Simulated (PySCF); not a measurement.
CH5N, SMILES NC.

Coordinates come from a PBE0-D3(BJ)/def2-TZVP optimisation.

The numbers are results of PBE0-D3(BJ)/def2-TZVP in PySCF, not measurements.

Harmonic, unscaled wavenumbers; measured fundamentals usually lie a few per cent lower.

Computed vibrational spectrum:
```
mode  ν (cm⁻¹)  IR (km/mol)  moving atoms (share of kinetic energy)
----  --------  -----------  --------------------------------------
1          306         37.9                                  H 98 %
2          833        167.1                          H 82 %, N 17 %
3          975          0.1                                  H 95 %
4         1090         12.6                  C 40 %, N 37 %, H 23 %
5         1170          6.4                  H 68 %, C 20 %, N 12 %
6         1347          0.1                  H 72 %, C 17 %, N 11 %
7         1452          1.6                          H 85 %, C 15 %
8         1491          7.3                                  H 95 %
9         1513          4.7                                  H 97 %
10        1665         26.1                                  H 92 %
11        2986         89.9                                  H 95 %
12        3081         34.4                                  H 93 %
13        3120         28.8                           H 91 %, C 9 %
14        3533          0.0                                  H 96 %
15        3612          1.6                           H 92 %, N 8 %
```
